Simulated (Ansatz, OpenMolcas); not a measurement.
# Predicting a hybrid from its neighbours: CH4S2 (methyl hydrodisulfide)

CH4S2: 7 atoms, total charge 0, spin state singlet. SMILES: `CSS`. The coordinates come from a PBE0-D4/def2-TZVP relaxation. This is one conformer, not always the lowest.

The vertical energy of the triplet above the singlet y, in eV, basis aug-cc-pVDZ; a is the functional's share of exact exchange. Programs: Ansatz 0.2.0, OpenMolcas 26.06.

| functional | program | a | y (eV) |
| --- | --- | --- | --- |
| PBE | Ansatz | 0 | 3.92 |
| TPSS | OpenMolcas | 0 | 4.02 |
| B3LYP | Ansatz | 0.2 | ? |
| PBE0 | Ansatz | 0.25 | 4.09 |
| BHLYP | Ansatz | 0.5 | 4.23 |

Problem. Fit y = c + s·a to the known rows and predict B3LYP.

Solution. 
1. Means of the 4 rows: a = 0.1875, y = 4.065.
2. Σ(Δa)² = 0.17188, Σ(Δa·Δy) = 0.08875, so the slope is 0.08875/0.17188 = 0.51635.
3. Intercept: 4.065 − (0.51635) × 0.1875 = 3.968. The largest residual of the fit is 0.052.
4. B3LYP: 3.968 + (0.51635) × 0.2 = 4.07 eV.

The run gave 4.10 eV, so the prediction is off by -0.03 eV, within the scatter of the fit. The rows mix families of semi-local functionals, which the line can't see.
